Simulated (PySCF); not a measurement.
Geometry (Å), atoms numbered from 1 in this order:
```xyz
9

Si   -0.3767    0.8458   -1.1766
S    -0.4479    0.7882    0.9599
C     0.3607   -0.8190    1.2494
H    -0.2136   -1.6439    0.8037
H     0.3955   -0.9626    2.3377
H     1.3895   -0.8294    0.8614
H     1.0311    0.8350   -1.6831
H    -1.0512    2.1129   -1.5781
H    -1.0874   -0.3271   -1.7744
```

Equivalent nuclei averaged, one conformer, relativity neglected, no solvent model. Shielding tensors at B3LYP/pcSseg-1 (GIAO); PBE0-D3(BJ)/def2-SVP geometry; PySCF 2.14.

Scale: 13C (179.24 ppm), 1H (31.38 ppm), 29Si (337.86 ppm) vs TMS; 33S (485.41 ppm) vs CS2 (reference shieldings calculated alike).

```csv
atoms,nucleus,count,δ (ppm)
Si1,29Si,1,-47.2
H7/H8/H9,1H,3,4.45
S2,33S,1,?
C3,13C,1,16.4
H4/H5/H6,1H,3,?
```

**Question.** Estimate the values marked ?.

**Answer.** 
- H4/H5/H6: 1.94 ppm, hydrogen on a carbon bonded to S
- S2: -209 ppm, sulfur bonded to C, Si

Shifts are as computed. Against solution values, carbons near 30 ppm lie about +2 ppm off and those near 130 ppm about +6 ppm. Of 1211 compounds with measured shifts, 218 miss one by over three times the rms of a fit or turn the order of signals round; such compounds aren't used in these exercises.
